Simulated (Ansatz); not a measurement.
# NH₄+ with HF: superposition error and deformation, part 3 of 3

Ansatz 0.2.0, Gaussian basis. The steps go on from the part before.

**25. B97M-V/def2-TZVPPD**

The inputs:

free-a/in.yaml

```yaml
crystal:
  periodic: [false, false, false]
  atoms:
    - {symbol: N, position_ang: [0.004909, 0.038164, -0.905671]}
    - {symbol: H, position_ang: [-0.057522, 0.065197, 0.115655]}
    - {symbol: H, position_ang: [-0.425723, -0.823781, -1.251132]}
    - {symbol: H, position_ang: [0.988355, 0.065253, -1.188224]}
    - {symbol: H, position_ang: [-0.485470, 0.845981, -1.298986]}
basis:
  gaussian: {orbitals: "def2-TZVPPD.json"}
total_charge: 1
hamiltonian: {xc: {name: B97M-V}}
```

free-b/in.yaml

```yaml
crystal:
  periodic: [false, false, false]
  atoms:
    - {symbol: F, position_ang: [0.090952, -0.201812, 1.828672]}
    - {symbol: H, position_ang: [-0.115501, 0.011099, 2.699584]}
basis:
  gaussian: {orbitals: "def2-TZVPPD.json"}
hamiltonian: {xc: {name: B97M-V}}
```

The same command starts each run, in its folder.

On the command line:

```console
$ ansatz run in.yaml --threads 2 --pin off --events-out ev --progress --plain --max-ram 5222MiB
```

Output in free-a, cut to the lines that bear on the results:

```text
Functional definition: B97M-V
  name "B97M-V"
  cite "Mardirossian & Head-Gordon, J. Chem. Phys. 142, 074111 (2015) doi:10.1063/1.4907719"
  cite "Becke, J. Chem. Phys. 107, 8554 (1997) doi:10.1063/1.475007"
  cite "Vydrov & Van Voorhis, J. Chem. Phys. 133, 244103 (2010) doi:10.1063/1.3521275"
  # Of w^i u^j: cxij and so on, Table III.
[...]
  gx(w, u) = cx00 + cx01*u + cx02*u^2 + (cx10 + cx11*u)*w
[...]
  gos(w, u) = cos00 + cos01*u + cos03*u^3 + cos10*w + cos32*w^3*u^2
[...]
      + integral(e_c_pw_mod_opposite_spin*gos(b97_w_opposite, b97_u_opposite)) + vv10(b, c)
415 factors; their error is unknown
[...]
mean field -1548.62457815 eV, -56.9109035515 hartree, gradient 3.2e-5 eV, S^2 0.000000; 0 other end points of the search recorded, 0 dependent functions left out
reference -1548.62460714 eV, -56.9109046171 hartree; 5, 5 occupied and 100, 100 virtual orbitals, 415 factors
Total energy: -1548.62460714 eV, -56.9109046171 hartree
```

Log of free-b, cut to the lines that bear on the results:

```text
[... 5 set-up lines as earlier in the session ...]
  # Of w^i u^j: cxij and so on, Table III.
[...]
  gx(w, u) = cx00 + cx01*u + cx02*u^2 + (cx10 + cx11*u)*w
[...]
  gos(w, u) = cos00 + cos01*u + cos03*u^3 + cos10*w + cos32*w^3*u^2
[...]
      + integral(e_c_pw_mod_opposite_spin*gos(b97_w_opposite, b97_u_opposite)) + vv10(b, c)
256 factors; their error is unknown
[...]
mean field -2733.45888412 eV, -100.4527611863 hartree, gradient 4.3e-5 eV, S^2 0.000000; 0 other end points of the search recorded, 0 dependent functions left out
reference -2733.45893882 eV, -100.4527631966 hartree; 5, 5 occupied and 52, 52 virtual orbitals, 256 factors
Total energy: -2733.45893882 eV, -100.4527631966 hartree
```

Times: 1.1 s (free-a), 0.4 s (free-b) on 2 threads of Intel Xeon Platinum 8488C, shared host.

**26. HSE06-D4/def2-TZVPPD**

The same edit goes into each in.yaml of step 25 (free-a, free-b):

```diff
-hamiltonian: {xc: {name: B97M-V}}
+hamiltonian: {xc: hse06, dispersion: d4}
```

The same command starts each run, in its folder.

On the command line:

```console
$ ansatz run in.yaml --threads 2 --pin off --events-out ev --progress --plain --max-ram 5222MiB
```

free-a printed, cut to the lines that bear on the results:

```text
[... 6 set-up lines as earlier in the session ...]
[...]
415 factors; their error is unknown
54 factors; integrals over basis functions are off by at most 2.4e-6 eV
[...]
mean field -1547.06637820 eV, -56.8536407596 hartree, gradient 7.5e-5 eV, S^2 0.000000; 0 other end points of the search recorded, 0 dependent functions left out
reference -1547.06639905 eV, -56.8536415260 hartree; 5, 5 occupied and 100, 100 virtual orbitals, 415 factors
Total energy: -1547.07408649 eV, -56.8539240339 hartree
```

free-b printed, cut to the lines that bear on the results:

```text
[... 6 set-up lines as earlier in the session ...]
[...]
256 factors; their error is unknown
24 factors; integrals over basis functions are off by at most 5.9e-5 eV
[...]
mean field -2731.81029562 eV, -100.3921766764 hartree, gradient 4.2e-5 eV, S^2 0.000000; 0 other end points of the search recorded, 0 dependent functions left out
reference -2731.81033299 eV, -100.3921780498 hartree; 5, 5 occupied and 52, 52 virtual orbitals, 256 factors
Total energy: -2731.81169034 eV, -100.3922279315 hartree
```

Times: 0.5 s (free-a), 0.2 s (free-b) on 2 threads of Intel Xeon Platinum 8488C, shared host.

**27. CCSD(T)/def2-TZVPPD**

Each input of step 26 (free-a, free-b) changes in the same lines:

```diff
-hamiltonian: {xc: hse06, dispersion: d4}
+correlation: {method: ccsd_t}
```

The same command starts each run, in its folder.

On the command line:

```console
$ ansatz run in.yaml --threads 2 --pin off --events-out ev --progress --plain --max-ram 5222MiB
```

Output in free-a, cut to the lines that bear on the results:

```text
[... 4 set-up lines as earlier in the session ...]
[...]
585 factors; integrals over basis functions are off by at most 6.6e-4 eV
[...]
mean field -1539.24141867 eV, -56.5660788008 hartree, gradient 1.9e-6 eV, S^2 0.000000; 0 other end points of the search recorded, 0 dependent functions left out
1 core orbitals not correlated: weight in the atoms' cores, before any rotation towards them, 1.000 or more for the frozen orbitals, at most 0.000 for the correlated occupied ones
reference -1539.24141867 eV, -56.5660788008 hartree; 4, 4 occupied and 100, 100 virtual orbitals, 585 factors
second order -6.22971130 eV of doubles, -0.00000000 eV of singles
cycle   1  -6.49985275 eV  change   -2.7e-1 eV  update   3.6e-2
[...]
cycle   8  -6.64839213 eV  change   -2.0e-6 eV  update   1.1e-6
perturbative correction -0.17891472 eV, -0.0065749946 hartree
Total energy: -1546.06872552 eV, -56.8169776998 hartree
```

free-b printed, cut to the lines that bear on the results:

```text
[... 4 set-up lines as earlier in the session ...]
[...]
352 factors; integrals over basis functions are off by at most 1.1e-3 eV
[...]
mean field -2722.94003009 eV, -100.0662004307 hartree, gradient 1.6e-6 eV, S^2 0.000000; 0 other end points of the search recorded, 0 dependent functions left out
1 core orbitals not correlated: weight in the atoms' cores, before any rotation towards them, 1.000 or more for the frozen orbitals, at most 0.000 for the correlated occupied ones
reference -2722.94003009 eV, -100.0662004307 hartree; 4, 4 occupied and 52, 52 virtual orbitals, 352 factors
second order -7.43403400 eV of doubles, -0.00000000 eV of singles
cycle   1  -7.34229343 eV  change    9.2e-2 eV  update   4.7e-2
[...]
cycle   9  -7.48863736 eV  change    2.0e-6 eV  update   1.5e-6
perturbative correction -0.18478320 eV, -0.0067906575 hartree
Total energy: -2730.61345065 eV, -100.3481934350 hartree
```

Times: 1 s (free-a), 0.35 s (free-b) on 2 threads of Intel Xeon Platinum 8488C, shared host.

**28. The split**

```tsv
method	interaction with counterpoise (kJ/mol)	without	superposition error	deformation	binding energy
PBE-D4	-52.93	-53.10	0.16	-0.15	-53.08
revPBE-D4	-48.67	-48.83	0.15	-0.14	-48.81
BLYP-D4	-51.24	-51.41	0.17	-0.27	-51.51
r2SCAN-D4	-52.85	-53.01	0.16	0.44	-52.41
B97M-V	-52.78	-52.93	0.15	0.79	-51.99
PBE0-D4	-53.49	-53.63	0.14	0.58	-52.91
B3LYP-D4	-53.12	-53.28	0.15	0.35	-52.78
HSE06-D4	-53.43	-53.57	0.14	0.57	-52.85
wB97X-V	-51.82	-51.96	0.14	0.43	-51.39
wB97M-V	-52.10	-52.24	0.13	0.47	-51.63
B2PLYP	-51.19	-51.82	0.63	0.49	-50.70
Hartree-Fock	-47.35	-47.47	0.12	1.89	-45.46
MP2	-49.79	-51.59	1.80	0.55	-49.25
CCSD	-49.19	-50.90	1.71	0.70	-48.48
CCSD(T)	-49.73	-51.60	1.86	0.55	-49.18
```

**29. Outcome**

What follows sums up all 3 parts.

```
            quantity          value
interaction, CCSD(T)  -49.73 kJ/mol
 superposition error    1.86 kJ/mol
         deformation    0.55 kJ/mol
      binding energy  -49.18 kJ/mol
```

**Reading.** In this basis the superposition error is 1.86 kJ/mol for CCSD(T) and 0.15 kJ/mol on average for the plain functionals: correlated methods borrow far more, since they need many more functions to converge. Deformation takes back 1 % of the interaction. The free shapes are PBE0-D4 minima, so other methods can show a small negative deformation energy.
